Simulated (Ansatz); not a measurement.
**C2H3O radical: up Jacob's ladder to CCSD(T)**

An exercise on one series of results from a longer session: the logs are not shown, and one member is left open.

Method: functionals in def2-TZVPP, the program's frozen cores in correlated methods; program: Ansatz 0.2.0, Gaussian basis.

Plan: LDA (SPW92), PBE-D4, revPBE-D4, BLYP-D4, r2SCAN-D4, B97M-V, PBE0-D4, B3LYP-D4, r2SCANh-D4, r2SCAN0-D4, HSE06-D4, BHLYP-D4, CAM-B3LYP-D4, LC-ωPBE, ωB97X-V, ωB97M-V, B2PLYP, PBE-QIDH; CCSD(T)/def2-SVP; CCSD(T)/def2-TZVPP; MP2/def2-QZVPP; extrapolation to the limit; RPA on PBE.

**The relaxed structure**

The geometry comes from an earlier relaxation with PBE0-D4 in a triple-zeta def2 set; it is a stationary point.

SMILES `[CH2]C=O`, 6 atoms, charge 0, spin multiplicity 2.

Atoms are counted from 1 here; the program's logs count them from 0.

Bond lengths: C1–C2 1.420 Å, C1–H4 1.083 Å, C1–H5 1.083 Å, C2–O3 1.226 Å, C2–H6 1.106 Å. Angles: C2–C1–H4 119.2°, C2–C1–H5 121.2°, H4–C1–H5 119.6°, C1–C2–O3 123.0°, C1–C2–H6 116.8°, O3–C2–H6 120.2°.

The first run:

Input file in.yaml:

```yaml
crystal:
  periodic: [false, false, false]
  atoms:
    - {symbol: C, position_ang: [-0.483138, 0.229339, -0.482104]}
    - {symbol: C, position_ang: [0.492628, -0.230017, 0.442100]}
    - {symbol: O, position_ang: [0.261663, -1.089212, 1.285950]}
    - {symbol: H, position_ang: [-1.481197, -0.191036, -0.450139]}
    - {symbol: H, position_ang: [-0.245844, 0.990457, -1.215558]}
    - {symbol: H, position_ang: [1.497887, 0.226469, 0.373551]}
basis:
  gaussian: {orbitals: def2-TZVPP}
magnetization: {spin_polarized: true, initial_magnetization: 1}
hamiltonian: {xc: lda}
output: {orbitals: {seedname: orbitals}}
```

Steps of the session up to this table: LDA; PBE-D4 (GGA); revPBE-D4 (GGA); BLYP-D4 (GGA); r2SCAN-D4 (meta-GGA); B97M-V (meta-GGA); PBE0-D4 (hybrid); B3LYP-D4 (hybrid); r2SCANh-D4 (hybrid); r2SCAN0-D4 (hybrid); HSE06-D4 (hybrid); BHLYP-D4 (hybrid); CAM-B3LYP-D4 (range-separated); LC-ωPBE-D4 (range-separated; the results give it without D4); ωB97X-V (range-separated); ωB97M-V (range-separated); B2PLYP (double hybrid); PBE-QIDH (double hybrid).

One table of the session follows, with a row left open; its other results are not shown here.

It belongs to the step «Orbital energies across the functionals». 

```
  functional  HOMO (eV)  LUMO (eV)  gap (eV)
 LDA (SPW92)      -6.03      -5.40      0.63
      PBE-D4      -5.92      -4.87      1.05
   revPBE-D4      -5.86      -4.73      1.13
     BLYP-D4      -5.87      -4.83      1.04
   r2SCAN-D4      -6.24      -4.34      1.90
      B97M-V      -6.43      -4.50      1.93
     PBE0-D4      -7.59      -3.57      4.01
    B3LYP-D4      -7.35      -3.99      3.36
  r2SCANh-D4          ?          ?         ?
  r2SCAN0-D4      -7.83      -3.18      4.65
    HSE06-D4      -7.18      -3.97      3.21
    BHLYP-D4      -9.12      -2.29      6.82
CAM-B3LYP-D4      -9.09      -2.49      6.60
     LC-ωPBE     -10.38      -1.04      9.34
     ωB97X-V     -10.07      -1.42      8.65
     ωB97M-V      -9.94      -1.52      8.42
```

Q: Estimate the row for r2SCANh-D4 from the others.

Worked estimate for «HOMO (eV)». Against the share of exact exchange, r2SCAN-D4 (0, -6.24), r2SCAN0-D4 (0.25, -7.83) give a slope of -6.36 per unit share; at 0.1 the line stands at -6.88.

As computed: HOMO (eV): -6.87; LUMO (eV): -3.88; gap (eV): 3.00. In «HOMO (eV)» the line misses by -0.01.
